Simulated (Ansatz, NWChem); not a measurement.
Heat of formation of SF2 (sulfur difluoride) from total energies

SF2: 3 atoms, total charge 0, spin state singlet. SMILES: `FSF`. The shape is that of a PBE0-D4/def2-TZVP optimisation.

| atom | x (Å) | y (Å) | z (Å) |
| --- | --- | --- | --- |
| F | 0.4401 | 1.1164 | 0.3654 |
| S | -0.6020 | 0.1265 | -0.3152 |
| F | 0.1618 | -1.2430 | -0.0502 |

Total energies at HF/def2-TZVP (NWChem 7.3.0); the atoms run unrestricted:

```tsv
species	state	energy (Eh)
SF2	singlet	-596.449620
F	doublet	-99.411799
S	triplet	-397.501955
```

Harmonic wavenumbers at PBE0-D4/def2-TZVP, in cm⁻¹: 355, 834, 862.

Measured heats of formation of the gaseous atoms at 298.15 K, in kJ/mol: F 79.4, S 277.0. Spin-orbit lowering of the atoms at 298 K (mean of the ground term's levels less their thermal mean, from spectra), in kJ/mol: F 1.29, S 1.88. Take 1 Eh = 2625.50 kJ/mol, 1 cm⁻¹ = 0.0119627 kJ/mol, RT = 2.479 kJ/mol.

Task: Work out the heat of formation of the gas at 298 K.

Result: 
1. Electronic atomisation energy: 2 × (-99.411799) + (-397.501955) − (-596.449620) = 0.124067 Eh = 325.7 kJ/mol.
2. Zero-point energy: half the sum of the wavenumbers, 1025.5 cm⁻¹ = 12.3 kJ/mol.
3. Thermal vibrational enthalpy, Σ hcν̃/(exp(hcν̃/kT) − 1): 1.3 kJ/mol. Translation, rotation and pV of a non-linear molecule: 4 RT = 9.9 kJ/mol.
4. The 3 free atoms carry 5/2 RT each: 18.6 kJ/mol.
5. Spin-orbit coupling lowers the free atoms by 2 × 1.29 + 1.88 = 4.5 kJ/mol.
6. Atomisation enthalpy at 298 K: 325.7 − 4.5 − 12.3 − 1.3 − 9.9 + 18.6 = 316.3 kJ/mol.
7. Sum of the atoms' heats of formation: 435.8 kJ/mol. Heat of formation: 435.8 − 316.3 = +119.5 kJ/mol.

The tabulated value is -296.6 kJ/mol (NIST-JANAF tables), so this level is off by +416.1 kJ/mol, or 56.8 % of the atomisation enthalpy that the table implies (732.4 kJ/mol). Hartree–Fock leaves out correlation, which is larger in the molecule than in the atoms, so it underbinds and puts the heat of formation too high. Anharmonicity and any spin-orbit splitting of the molecule are left out.
